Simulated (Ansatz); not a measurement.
## Hafnium, hcp: convergence with the plane-wave cutoff

Computed with Ansatz, r²SCAN, scalar-relativistic PAW, on the relaxed cell (a = 3.199 Å, c = 5.051 Å (c/a = 1.579); spin not included). Errors count from a run at 500 eV on a Γ-centred 19×19×10 mesh with Fermi-Dirac smearing of 0.1 eV, extrapolated to zero width. Fixed here: mesh 11×11×6, Fermi-Dirac width 0.1 eV. The pressure holds a Pulay correction and is unreliable far below the recommended cutoff. The SCF starts from atomic densities corrected by a trained network.

| cutoff (eV) | E(σ→0) error (meV/atom) | P (GPa) | SCF iterations |
| --- | --- | --- | --- |
| 150 | 35593.1 | 20.79 | 8 |
| 200 | 6030.6 | -2.04 | 8 |
| 250 | 1072.9 | -0.32 | 7 |
| 300 | 114.6 | -0.03 | 7 |
| 350 | 6.4 | -0.01 | 7 |
| 420 | 0.5 | -0.02 | 7 |
| 500 | -0.4 | -0.01 | 7 |
| 600 | -0.9 | -0.01 | 7 |
| 800 | -1.8 | 0.00 | 7 |

Within 5 meV/atom of the last row: from 420 eV on.
